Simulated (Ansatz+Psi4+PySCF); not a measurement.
## doublet SH: levels of theory in one basis

```xyz
2

S     0.0000    0.0000    0.0949
H     0.0000    0.0000   -1.5184
```

Basis set: cc-pVTZ on H; cc-pV(T+d)Z on S (spherical functions). Correlated methods keep 5 orbitals frozen. Correlation on ROHF uses semicanonical orbitals with singles. Charge 0, multiplicity 2.

Computed with Ansatz (development build ahead of 0.2.0) and Psi4 1.11; each method stands on the lowest determinant of its kind that the runs found.

```csv
method,E − E(ROHF) (eV),<S²> of the determinant
ROHF,0.00,0.75
UHF,-0.16,0.77
ROHF-MP2,-4.37,–
UHF-MP2,-4.34,0.77
ROHF-CCSD,-5.07,–
UHF-CCSD,-5.08,0.77
```

(1) What does ROHF-CCSD(T) give on the same scale?

Answers

(1) -5.27 eV.
